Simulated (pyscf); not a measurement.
7 gas-phase steps of one pattern: four-centre exchange on the singlet surface, H–H, S/Se/Te–Si/Ge/Sn broken and H–S/Se/Te, H–Si/Ge/Sn formed. Optimised with ωB97X-D3(BJ)/def2-SVP in PySCF. Electronic energies in kcal/mol, from the separated reactants; ΔE‡ at ωB97M-D3(BJ)/def2-TZVP, beside the barrier at r²SCAN/def2-TZVP on the same structures. Rows were drawn at random from the steps of this pattern with a verified saddle, stable references and no exit in the data more than 5 kcal/mol lower.

| row | step | ΔE‡(r²SCAN) | ΔE‡ |
|---|---|---|---|
| 1 | HS–GeH₃ + H₂ -> H₂S + GeH₄ | 54.6 | 59.5 |
| 2 | H₃Ge–SeH + H₂ → H₂Se + GeH₄ | 55.3 | ? |
| 3 | H₃Si–TeH + H₂ → TeH₂ + SiH₄ | 52.5 | 57.3 |
| 4 | H₃Si–SH + H₂ -> H₂S + SiH₄ | 52.6 | 57.3 |
| 5 | H₃Si–SeH + H₂ -> H₂Se + SiH₄ | 52.0 | 56.9 |
| 6 | HS–SnH₂–SnH₃ + H₂ -> H₃Sn–SnH₃ + H₂S | 45.5 | 51.2 |
| 7 | HSe–SiH₂–SeH + H₂ → H₃Si–SeH + H₂Se | 48.2 | 54.1 |

Problem. From a straight line through the complete rows, estimate the missing barrier and say how far the line can be trusted.

Solution. Over the 6 complete rows the means are +50.9 (ΔE‡(r²SCAN)) and 56.1 (ΔE‡); least squares gives b = 0.87 and a = 11.8 kcal/mol, with residuals of 0.2 kcal/mol (root mean square; largest 0.4, row 7). For row 2: 11.8 + 0.87 × (+55.3) = 59.9 kcal/mol, an extrapolation. The computed barrier is 60.3 kcal/mol, 0.4 over the line. The line follows these rows closely. Each barrier is that of the saddle found. Elements up to Kr have no core potential and no relativistic terms here. Elements past Kr carry the def2 core potentials, without spin-orbit coupling.
